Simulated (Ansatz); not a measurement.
A nudged elastic band was laid between two geometries of BH3O + H2S (8 atoms, charge 0, multiplicity 1).

Level of theory: RKS PBE-D4/def2-mTZVP (Ansatz 0.2.0).

| Item | Value |
| --- | --- |
| movable images | 5 |
| climbing image | yes |
| spring | 5.0 eV/Å² |
| optimiser | quadratic models (default) |
| start path | through a guess of the saddle point |
| force threshold | 0.05 eV/Å |
| iteration limit | 60 |
| end points | relaxed |

First end point:

```xyz
8
Properties=species:S:1:pos:R:3
B 0.016 -0.226 0.302
O -0.490 -0.961 1.346
H -1.452 -1.096 1.267
H 1.211 -0.080 0.293
H -0.680 0.086 -0.632
S -0.191 2.454 1.370
H 0.908 2.843 0.664
H 0.570 2.007 2.409
```

Last end point:

```xyz
8
Properties=species:S:1:pos:R:3
B 0.093 0.470 0.218
O -0.206 -0.257 1.780
H -1.042 -0.763 1.704
H 1.196 0.082 -0.052
H -0.835 0.063 -0.437
S -0.083 2.310 0.578
H 1.209 2.566 0.937
H -0.439 0.557 2.292
```

Task: Which bonds break or form, and what moves?

Result: Bonds broken: S6–H8. Bonds formed: B1–S6, O2–H8. BH3O + H2S becomes BH5OS.

Task: Give the energies along the band, and the barrier.

Result: The run converged. The highest image is number 4 of 0 to 6, 14.8 kcal/mol above the first end and 12.2 kcal/mol above the last; the last end lies 2.5 kcal/mol above the first. A vibrational analysis at the climbing image gives one clearly imaginary mode, 991i cm⁻¹: a first-order saddle point. The orbitals stay closed-shell, which can raise the energy where a bond breaks towards radicals; this wasn't checked here.

```csv
image,path coordinate (Å),energy (kcal/mol),S6–H8 (Å),B1–S6 (Å),O2–H8 (Å)
0,0.00,0.0,1.36,2.89,3.33
1,0.65,0.1,1.36,2.93,3.07
2,1.31,0.3,1.36,2.89,2.78
3,1.96,3.4,1.37,2.55,2.11
4,2.62,14.8,1.57,2.08,1.38
5,3.06,5.0,2.05,1.94,1.03
6,3.51,2.5,2.48,1.88,0.99
```

Task: What is the geometry of the highest image?

Result: 
```xyz
8
Properties=species:S:1:pos:R:3
B 0.128 0.224 0.275
O -0.267 -0.280 1.677
H -1.160 -0.674 1.651
H 1.292 0.047 0.038
H -0.692 -0.008 -0.575
S -0.122 2.223 0.813
H 1.138 2.413 1.297
H -0.423 1.084 1.844
```

Task: What are the harmonic wavenumbers there?

Result: 991i, 271, 414, 462, 562, 634, 795, 853, 862, 1038, 1102, 1167, 1250, 1464, 2505, 2584, 2596, 3691 cm⁻¹.

Run time: 2.6 min on 1 thread of Arm Neoverse V1, with other jobs on the host, peak memory 0.13 GiB.
